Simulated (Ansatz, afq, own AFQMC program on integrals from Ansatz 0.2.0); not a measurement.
Integrals from Ansatz 0.2.0, then the random walk in our own AFQMC program (afq).

```yaml
crystal:
  periodic: [false, false, false]
  atoms:
    - {symbol: Si, position_ang: [0.000000, -0.161198, 0.601019]}
    - {symbol: O, position_ang: [0.000000, 0.231377, -1.009259]}
    - {symbol: H, position_ang: [0.000000, 1.346224, 0.872275]}
    - {symbol: H, position_ang: [0.000000, -0.527307, -1.598886]}
basis:
  gaussian: {orbitals: cc-pVDZ}
magnetization: {spin_polarized: false}
correlation: {method: ccsd_t, electrons: outside_noble_gas, hamiltonian_folder: ham}
```

```sh
$ ansatz run in.yaml --threads 1 --pin off --events-out ev --progress --plain --max-ram 1382MiB
```

afq runs on the folder ham with

```
--method phaseless --trial hf --walkers 120 --populations 1 --least-time 40 --time-step 0.005 --steps-per-block 20 --equilibration-blocks 112 --max-blocks 600 --target-error 0.00126 --factor-cut 1e-05 --seed 2875 --taylor-order 6
```

Times are imaginary, in 1/Eh. The walk had a cap of 513 s.

```
orbitals 36  electrons 6 6  factors 274 of 400
reference energy -364.94115346 Eh
CCSD correlation -0.29937330 Eh in 11 cycles, weight of the determinant in the CISD state 0.8777
energy of the start -364.941153 Eh
 block  time / (1/Eh)  mean weight  energy / Eh
     1     0.100  1.0020  -365.026252
     2     0.200  1.0015  -365.086619
     3     0.300  0.9999  -365.105883
     4     0.400  0.9983  -365.134355
     5     0.500  1.0015  -365.151383
    10     1.000  1.0018  -365.206778
    86     8.600  1.0005  -365.216940
   171    17.100  0.9999  -365.226574
   222    22.200  1.0011  -365.201316
   256    25.600  1.0021  -365.263299
   341    34.100  1.0022  -365.273876
   358    35.800  1.0029  -365.291685
   426    42.600  1.0018  -365.249180
   511    51.100  0.9989  -365.235436
   596    59.600  1.0009  -365.226095
   681    68.100  0.9987  -365.217639
   698    69.800  1.0003  -365.215189
blocks merged  error / Eh  count
     1  0.001143  600
     2  0.001502  300
     4  0.001916  150
     8  0.002339  75
    16  0.002805  37
    32  0.003220  18
    64  0.002798  9
energy -365.251195 +/- 0.003220 Eh
(rows thinned)
```

Q: Estimate how long the walk took on 1 thread of AMD EPYC 9R14 (Zen 4), on a shared host.

A: 84 s of wall time.

The run passed its tests (sampling time, drift between the halves within three errors, error under three times the target), which doesn't prove that it has relaxed. The second half of the sampling lies above the first by 1.7 errors of their difference, so the energy may still be moving and its error bar be too small.

Against this walk (error 87.6 meV) on the same determinant: CCSD(T) 90.8 meV higher (within the noise), CCSDT(Q) 49.8 meV higher (within the noise), a separate phaseless walk with a CISD trial and standard settings 59.4 ± 89.0 meV higher (within the noise). The error is statistical and leaves out the bias of the constraint.

Cautions: constraint bias not in the error; error above the target (87.6 against 34.3 meV).

CCSDT and higher add their correlation energy to the determinant of the CCSD(T) run, since their own runs factorise the integrals more tightly (a shift of under 2 meV). A walk keeps the symmetry of its determinant, which the program's search chose and which needn't be the lowest solution, so a lower state of the same spin and another symmetry isn't excluded.
